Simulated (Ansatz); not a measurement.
# SiHO (doublet): PBE, BLYP, r2SCAN, B97M-V, PBE0, B3LYP, wB97M-V, B2PLYP over vertical spin and charge gaps, def2-QZVPP, part 2 of 3

Ansatz 0.2.0, Gaussian basis; def2-QZVPP, all electrons in the functionals, frozen cores in the correlation of double hybrids and RPA. The steps go on from the part before.

## Step 14: B97M-V, charge 0, doublet

in.yaml

```yaml
crystal:
  periodic: [false, false, false]
  atoms:
    - {symbol: Si, position_ang: [0.000000, -0.101589, 0.514766]}
    - {symbol: O, position_ang: [0.000000, 0.107669, -0.993765]}
    - {symbol: H, position_ang: [0.000000, 1.121646, 1.430812]}
basis:
  gaussian: {orbitals: "def2-QZVPP.json"}
magnetization: {spin_polarized: true, initial_magnetization: 1}
hamiltonian: {xc: {name: B97M-V}}
```

Launch:

```console
$ ansatz run in.yaml --threads 2 --pin off --events-out ev --progress --plain --max-ram 24576MiB --backend cuda --devices 0, --max-vram 18GiB
```

The log of the run (excerpt; [...] marks lines left out):

```text
Functional definition: B97M-V
  name "B97M-V"
  cite "Mardirossian & Head-Gordon, J. Chem. Phys. 142, 074111 (2015) doi:10.1063/1.4907719"
  cite "Becke, J. Chem. Phys. 107, 8554 (1997) doi:10.1063/1.475007"
  cite "Vydrov & Van Voorhis, J. Chem. Phys. 133, 244103 (2010) doi:10.1063/1.3521275"
  # Of w^i u^j: cxij and so on, Table III.
[...]
  gx(w, u) = cx00 + cx01*u + cx02*u^2 + (cx10 + cx11*u)*w
[...]
  gos(w, u) = cos00 + cos01*u + cos03*u^3 + cos10*w + cos32*w^3*u^2
[...]
      + integral(e_c_pw_mod_opposite_spin*gos(b97_w_opposite, b97_u_opposite)) + vv10(b, c)
597 factors; their error is unknown
[...]
mean field -9938.27679411 eV, -365.2249357775 hartree, gradient 5.1e-5 eV, S^2 0.755727; 0 other end points of the search recorded, 0 dependent functions left out
reference -9938.27684715 eV, -365.2249377268 hartree; 12, 11 occupied and 145, 146 virtual orbitals, 597 factors
Total energy: -9938.27684715 eV, -365.2249377268 hartree
```

Run time: 17 s. Hardware: 1 × H100 (card shared with other runs) with 2 threads of AMD EPYC 7R13, shared host; peak host memory 0.82 GiB.

From the report: ⟨S²⟩ of the determinant 0.756 (pure doublet: 0.75).

## Step 15: B97M-V, charge 0, quartet

Edit in.yaml of step 14 so:

```diff
@@ -8,3 +8,3 @@
   gaussian: {orbitals: "def2-QZVPP.json"}
-magnetization: {spin_polarized: true, initial_magnetization: 1}
+magnetization: {spin_polarized: true, initial_magnetization: 3}
 hamiltonian: {xc: {name: B97M-V}}
```

The command is unchanged.

The log of the run (excerpt; [...] marks lines left out):

```text
Functional definition: B97M-V
  name "B97M-V"
  cite "Mardirossian & Head-Gordon, J. Chem. Phys. 142, 074111 (2015) doi:10.1063/1.4907719"
  cite "Becke, J. Chem. Phys. 107, 8554 (1997) doi:10.1063/1.475007"
  cite "Vydrov & Van Voorhis, J. Chem. Phys. 133, 244103 (2010) doi:10.1063/1.3521275"
  # Of w^i u^j: cxij and so on, Table III.
[...]
  gx(w, u) = cx00 + cx01*u + cx02*u^2 + (cx10 + cx11*u)*w
[...]
  gos(w, u) = cos00 + cos01*u + cos03*u^3 + cos10*w + cos32*w^3*u^2
[...]
      + integral(e_c_pw_mod_opposite_spin*gos(b97_w_opposite, b97_u_opposite)) + vv10(b, c)
597 factors; their error is unknown
[...]
mean field -9934.12368822 eV, -365.0723119513 hartree, gradient 8.8e-6 eV, S^2 3.755570; 3 other end points of the search recorded, 0 dependent functions left out
reference -9934.12374699 eV, -365.0723141109 hartree; 13, 10 occupied and 144, 147 virtual orbitals, 597 factors
Total energy: -9934.12374699 eV, -365.0723141109 hartree
```

It took 18 s on 1 × H100 (card shared with other runs) with 2 threads of AMD EPYC 7R13, shared host; peak host memory 0.83 GiB.

From the report: ⟨S²⟩ of the determinant 3.756 (pure quartet: 3.75).

From charge 0, doublet: +400.7 kJ/mol.

## Step 16: B97M-V, charge 1, singlet

Edit in.yaml of step 15 so:

```diff
@@ -8,3 +8,4 @@
   gaussian: {orbitals: "def2-QZVPP.json"}
-magnetization: {spin_polarized: true, initial_magnetization: 3}
+total_charge: 1
+magnetization: {spin_polarized: true, initial_magnetization: 0}
 hamiltonian: {xc: {name: B97M-V}}
```

Same command.

The log of the run (excerpt; [...] marks lines left out):

```text
Functional definition: B97M-V
  name "B97M-V"
  cite "Mardirossian & Head-Gordon, J. Chem. Phys. 142, 074111 (2015) doi:10.1063/1.4907719"
  cite "Becke, J. Chem. Phys. 107, 8554 (1997) doi:10.1063/1.475007"
  cite "Vydrov & Van Voorhis, J. Chem. Phys. 133, 244103 (2010) doi:10.1063/1.3521275"
  # Of w^i u^j: cxij and so on, Table III.
[...]
  gx(w, u) = cx00 + cx01*u + cx02*u^2 + (cx10 + cx11*u)*w
[...]
  gos(w, u) = cos00 + cos01*u + cos03*u^3 + cos10*w + cos32*w^3*u^2
[...]
      + integral(e_c_pw_mod_opposite_spin*gos(b97_w_opposite, b97_u_opposite)) + vv10(b, c)
597 factors; their error is unknown
[...]
mean field -9928.46516847 eV, -364.8643651859 hartree, gradient 4.9e-6 eV, S^2 0.068504; 4 other end points of the search recorded, 0 dependent functions left out
reference -9928.46521598 eV, -364.8643669318 hartree; 11, 11 occupied and 146, 146 virtual orbitals, 597 factors
Total energy: -9928.46521598 eV, -364.8643669318 hartree
```

It took 16 s on 1 × H100 (card shared with other runs) with 2 threads of AMD EPYC 7R13, shared host; peak host memory 0.84 GiB.

From the report: ⟨S²⟩ of the determinant 0.069 (pure singlet: 0.00).

From charge 0, doublet: +946.7 kJ/mol.

## Step 17: B97M-V, charge 1, triplet

Edit in.yaml of step 16 so:

```diff
@@ -9,3 +9,3 @@
 total_charge: 1
-magnetization: {spin_polarized: true, initial_magnetization: 0}
+magnetization: {spin_polarized: true, initial_magnetization: 2}
 hamiltonian: {xc: {name: B97M-V}}
```

Launched as before.

The log of the run (excerpt; [...] marks lines left out):

```text
Functional definition: B97M-V
  name "B97M-V"
  cite "Mardirossian & Head-Gordon, J. Chem. Phys. 142, 074111 (2015) doi:10.1063/1.4907719"
  cite "Becke, J. Chem. Phys. 107, 8554 (1997) doi:10.1063/1.475007"
  cite "Vydrov & Van Voorhis, J. Chem. Phys. 133, 244103 (2010) doi:10.1063/1.3521275"
  # Of w^i u^j: cxij and so on, Table III.
[...]
  gx(w, u) = cx00 + cx01*u + cx02*u^2 + (cx10 + cx11*u)*w
[...]
  gos(w, u) = cos00 + cos01*u + cos03*u^3 + cos10*w + cos32*w^3*u^2
[...]
      + integral(e_c_pw_mod_opposite_spin*gos(b97_w_opposite, b97_u_opposite)) + vv10(b, c)
597 factors; their error is unknown
[...]
mean field -9926.85549555 eV, -364.8052107972 hartree, gradient 6.9e-6 eV, S^2 2.006726; 3 other end points of the search recorded, 0 dependent functions left out
reference -9926.85554720 eV, -364.8052126953 hartree; 12, 10 occupied and 145, 147 virtual orbitals, 597 factors
Total energy: -9926.85554720 eV, -364.8052126953 hartree
```

Wall time 11 s (1 × H100 (card shared with other runs) with 2 threads of AMD EPYC 7R13, shared host); peak host memory 0.83 GiB.

From the report: ⟨S²⟩ of the determinant 2.007 (pure triplet: 2.00).

From charge 0, doublet: +1102.0 kJ/mol.

## Step 18: PBE0, charge 0, doublet

Edit in.yaml of step 17 so:

```diff
@@ -8,4 +8,4 @@
   gaussian: {orbitals: "def2-QZVPP.json"}
-total_charge: 1
-magnetization: {spin_polarized: true, initial_magnetization: 2}
-hamiltonian: {xc: {name: B97M-V}}
+magnetization: {spin_polarized: true, initial_magnetization: 1}
+hamiltonian: {xc: {name: PBE0}}
+output: {orbitals: {seedname: orbitals}}
```

The command is unchanged.

The log of the run (excerpt; [...] marks lines left out):

```text
Functional definition: PBE0
  name "PBE0"
  cite "Adamo & Barone, J. Chem. Phys. 110, 6158 (1999) doi:10.1063/1.478522"
  cite "Perdew, Burke & Ernzerhof, Phys. Rev. Lett. 77, 3865 (1996) doi:10.1103/PhysRevLett.77.3865"
  parent pbe
[...]
617 factors; their error is unknown
[...]
mean field -9935.38932680 eV, -365.1188233113 hartree, gradient 9.0e-5 eV, S^2 0.757747; 0 other end points of the search recorded, 0 dependent functions left out
reference -9935.38935445 eV, -365.1188243274 hartree; 12, 11 occupied and 145, 146 virtual orbitals, 617 factors
Total energy: -9935.38935445 eV, -365.1188243274 hartree
```

Run time: 9.5 s. Hardware: 1 × H100 (card shared with other runs) with 2 threads of AMD EPYC 7R13, shared host; peak host memory 0.79 GiB.

From the report: ⟨S²⟩ of the determinant 0.758 (pure doublet: 0.75).

## Step 19: PBE0, charge 0, quartet

Edit in.yaml of step 18 so:

```diff
@@ -8,3 +8,3 @@
   gaussian: {orbitals: "def2-QZVPP.json"}
-magnetization: {spin_polarized: true, initial_magnetization: 1}
+magnetization: {spin_polarized: true, initial_magnetization: 3}
 hamiltonian: {xc: {name: PBE0}}
```

Launched as before.

The log of the run (excerpt; [...] marks lines left out):

```text
Functional definition: PBE0
  name "PBE0"
  cite "Adamo & Barone, J. Chem. Phys. 110, 6158 (1999) doi:10.1063/1.478522"
  cite "Perdew, Burke & Ernzerhof, Phys. Rev. Lett. 77, 3865 (1996) doi:10.1103/PhysRevLett.77.3865"
  parent pbe
[...]
617 factors; their error is unknown
[...]
mean field -9931.38563524 eV, -364.9716903599 hartree, gradient 9.3e-6 eV, S^2 3.755187; 3 other end points of the search recorded, 0 dependent functions left out
reference -9931.38566620 eV, -364.9716914979 hartree; 13, 10 occupied and 144, 147 virtual orbitals, 617 factors
Total energy: -9931.38566620 eV, -364.9716914979 hartree
```

Wall time 9 s (1 × H100 (card shared with other runs) with 2 threads of AMD EPYC 7R13, shared host); peak host memory 0.8 GiB.

From the report: ⟨S²⟩ of the determinant 3.755 (pure quartet: 3.75).

From charge 0, doublet: +386.3 kJ/mol.

## Step 20: PBE0, charge 1, singlet

Edit in.yaml of step 19 so:

```diff
@@ -8,3 +8,4 @@
   gaussian: {orbitals: "def2-QZVPP.json"}
-magnetization: {spin_polarized: true, initial_magnetization: 3}
+total_charge: 1
+magnetization: {spin_polarized: true, initial_magnetization: 0}
 hamiltonian: {xc: {name: PBE0}}
```

The command is unchanged.

The log of the run (excerpt; [...] marks lines left out):

```text
Functional definition: PBE0
  name "PBE0"
  cite "Adamo & Barone, J. Chem. Phys. 110, 6158 (1999) doi:10.1063/1.478522"
  cite "Perdew, Burke & Ernzerhof, Phys. Rev. Lett. 77, 3865 (1996) doi:10.1103/PhysRevLett.77.3865"
  parent pbe
[...]
617 factors; their error is unknown
[...]
mean field -9925.48225193 eV, -364.7547450248 hartree, gradient 1.9e-5 eV, S^2 0.100304; 4 other end points of the search recorded, 0 dependent functions left out
reference -9925.48227628 eV, -364.7547459197 hartree; 11, 11 occupied and 146, 146 virtual orbitals, 617 factors
Total energy: -9925.48227628 eV, -364.7547459197 hartree
```

It took 10 s on 1 × H100 (card shared with other runs) with 2 threads of AMD EPYC 7R13, shared host; peak host memory 0.79 GiB.

From the report: ⟨S²⟩ of the determinant 0.100 (pure singlet: 0.00).

From charge 0, doublet: +955.9 kJ/mol.

## Step 21: PBE0, charge 1, triplet

Edit in.yaml of step 20 so:

```diff
@@ -9,3 +9,3 @@
 total_charge: 1
-magnetization: {spin_polarized: true, initial_magnetization: 0}
+magnetization: {spin_polarized: true, initial_magnetization: 2}
 hamiltonian: {xc: {name: PBE0}}
```

Same command.

The log of the run (excerpt; [...] marks lines left out):

```text
Functional definition: PBE0
  name "PBE0"
  cite "Adamo & Barone, J. Chem. Phys. 110, 6158 (1999) doi:10.1063/1.478522"
  cite "Perdew, Burke & Ernzerhof, Phys. Rev. Lett. 77, 3865 (1996) doi:10.1103/PhysRevLett.77.3865"
  parent pbe
[...]
617 factors; their error is unknown
[...]
mean field -9924.02137647 eV, -364.7010588420 hartree, gradient 1.8e-5 eV, S^2 2.007518; 3 other end points of the search recorded, 0 dependent functions left out
reference -9924.02140286 eV, -364.7010598119 hartree; 12, 10 occupied and 145, 147 virtual orbitals, 617 factors
Total energy: -9924.02140286 eV, -364.7010598119 hartree
```

Run time: 12 s. Hardware: 1 × H100 (card shared with other runs) with 2 threads of AMD EPYC 7R13, shared host; peak host memory 0.8 GiB.

From the report: ⟨S²⟩ of the determinant 2.008 (pure triplet: 2.00).

From charge 0, doublet: +1096.8 kJ/mol.

## Step 22: B3LYP, charge 0, doublet

in.yaml

```yaml
crystal:
  periodic: [false, false, false]
  atoms:
    - {symbol: Si, position_ang: [0.000000, -0.101589, 0.514766]}
    - {symbol: O, position_ang: [0.000000, 0.107669, -0.993765]}
    - {symbol: H, position_ang: [0.000000, 1.121646, 1.430812]}
basis:
  gaussian: {orbitals: "def2-QZVPP.json"}
magnetization: {spin_polarized: true, initial_magnetization: 1}
hamiltonian: {xc: {name: B3LYP}}
```

Same command.

The log of the run (excerpt; [...] marks lines left out):

```text
Functional definition: B3LYP
  name "B3LYP"
  cite "Stephens, Devlin, Chabalowski & Frisch, J. Phys. Chem. 98, 11623 (1994) doi:10.1021/j100096a001"
  cite "Becke, Phys. Rev. A 38, 3098 (1988) doi:10.1103/PhysRevA.38.3098"
  cite "Lee, Yang & Parr, Phys. Rev. B 37, 785 (1988) doi:10.1103/PhysRevB.37.785"
  cite "Vosko, Wilk & Nusair, Can. J. Phys. 58, 1200 (1980) doi:10.1139/p80-159"
[...]
612 factors; their error is unknown
[...]
mean field -9941.66570256 eV, -365.3494758661 hartree, gradient 1.8e-5 eV, S^2 0.756367; 0 other end points of the search recorded, 0 dependent functions left out
reference -9941.66590511 eV, -365.3494833098 hartree; 12, 11 occupied and 145, 146 virtual orbitals, 612 factors
Total energy: -9941.66590511 eV, -365.3494833098 hartree
```

It took 14 s on 1 × H100 (card shared with other runs) with 2 threads of AMD EPYC 7R13, shared host; peak host memory 0.79 GiB.

From the report: ⟨S²⟩ of the determinant 0.756 (pure doublet: 0.75).

## Step 23: B3LYP, charge 0, quartet

Edit in.yaml of step 22 so:

```diff
@@ -8,3 +8,3 @@
   gaussian: {orbitals: "def2-QZVPP.json"}
-magnetization: {spin_polarized: true, initial_magnetization: 1}
+magnetization: {spin_polarized: true, initial_magnetization: 3}
 hamiltonian: {xc: {name: B3LYP}}
```

Launched as before.

The log of the run (excerpt; [...] marks lines left out):

```text
Functional definition: B3LYP
  name "B3LYP"
  cite "Stephens, Devlin, Chabalowski & Frisch, J. Phys. Chem. 98, 11623 (1994) doi:10.1021/j100096a001"
  cite "Becke, Phys. Rev. A 38, 3098 (1988) doi:10.1103/PhysRevA.38.3098"
  cite "Lee, Yang & Parr, Phys. Rev. B 37, 785 (1988) doi:10.1103/PhysRevB.37.785"
  cite "Vosko, Wilk & Nusair, Can. J. Phys. 58, 1200 (1980) doi:10.1139/p80-159"
[...]
612 factors; their error is unknown
[...]
mean field -9937.40690167 eV, -365.1929678200 hartree, gradient 5.0e-6 eV, S^2 3.755333; 3 other end points of the search recorded, 0 dependent functions left out
reference -9937.40710583 eV, -365.1929753229 hartree; 13, 10 occupied and 144, 147 virtual orbitals, 612 factors
Total energy: -9937.40710583 eV, -365.1929753229 hartree
```

Wall time 10 s (1 × H100 (card shared with other runs) with 2 threads of AMD EPYC 7R13, shared host); peak host memory 0.79 GiB.

From the report: ⟨S²⟩ of the determinant 3.755 (pure quartet: 3.75).

From charge 0, doublet: +410.9 kJ/mol.

## Step 24: B3LYP, charge 1, singlet

Edit in.yaml of step 23 so:

```diff
@@ -8,3 +8,4 @@
   gaussian: {orbitals: "def2-QZVPP.json"}
-magnetization: {spin_polarized: true, initial_magnetization: 3}
+total_charge: 1
+magnetization: {spin_polarized: true, initial_magnetization: 0}
 hamiltonian: {xc: {name: B3LYP}}
```

Launched as before.

The log of the run (excerpt; [...] marks lines left out):

```text
Functional definition: B3LYP
  name "B3LYP"
  cite "Stephens, Devlin, Chabalowski & Frisch, J. Phys. Chem. 98, 11623 (1994) doi:10.1021/j100096a001"
  cite "Becke, Phys. Rev. A 38, 3098 (1988) doi:10.1103/PhysRevA.38.3098"
  cite "Lee, Yang & Parr, Phys. Rev. B 37, 785 (1988) doi:10.1103/PhysRevB.37.785"
  cite "Vosko, Wilk & Nusair, Can. J. Phys. 58, 1200 (1980) doi:10.1139/p80-159"
[...]
612 factors; their error is unknown
[...]
mean field -9931.76171889 eV, -364.9855111795 hartree, gradient 9.6e-6 eV, S^2 0.000000; 2 other end points of the search recorded, 0 dependent functions left out
reference -9931.76190537 eV, -364.9855180323 hartree; 11, 11 occupied and 146, 146 virtual orbitals, 612 factors
Total energy: -9931.76190537 eV, -364.9855180323 hartree
```

It took 9 s on 1 × H100 (card shared with other runs) with 2 threads of AMD EPYC 7R13, shared host; peak host memory 0.79 GiB.

From the report: ⟨S²⟩ of the determinant 0.000 (pure singlet: 0.00).

From charge 0, doublet: +955.6 kJ/mol.

## Step 25: B3LYP, charge 1, triplet

Edit in.yaml of step 24 so:

```diff
@@ -9,3 +9,3 @@
 total_charge: 1
-magnetization: {spin_polarized: true, initial_magnetization: 0}
+magnetization: {spin_polarized: true, initial_magnetization: 2}
 hamiltonian: {xc: {name: B3LYP}}
```

Same command.

The log of the run (excerpt; [...] marks lines left out):

```text
Functional definition: B3LYP
  name "B3LYP"
  cite "Stephens, Devlin, Chabalowski & Frisch, J. Phys. Chem. 98, 11623 (1994) doi:10.1021/j100096a001"
  cite "Becke, Phys. Rev. A 38, 3098 (1988) doi:10.1103/PhysRevA.38.3098"
  cite "Lee, Yang & Parr, Phys. Rev. B 37, 785 (1988) doi:10.1103/PhysRevB.37.785"
  cite "Vosko, Wilk & Nusair, Can. J. Phys. 58, 1200 (1980) doi:10.1139/p80-159"
[...]
612 factors; their error is unknown
[...]
mean field -9930.13919501 eV, -364.9258845265 hartree, gradient 1.3e-5 eV, S^2 2.007257; 3 other end points of the search recorded, 0 dependent functions left out
reference -9930.13938267 eV, -364.9258914229 hartree; 12, 10 occupied and 145, 147 virtual orbitals, 612 factors
Total energy: -9930.13938267 eV, -364.9258914229 hartree
```

Wall time 11 s (1 × H100 (card shared with other runs) with 2 threads of AMD EPYC 7R13, shared host); peak host memory 0.8 GiB.

From the report: ⟨S²⟩ of the determinant 2.007 (pure triplet: 2.00).

From charge 0, doublet: +1112.1 kJ/mol.

(Part 2 of 3 ends here.)
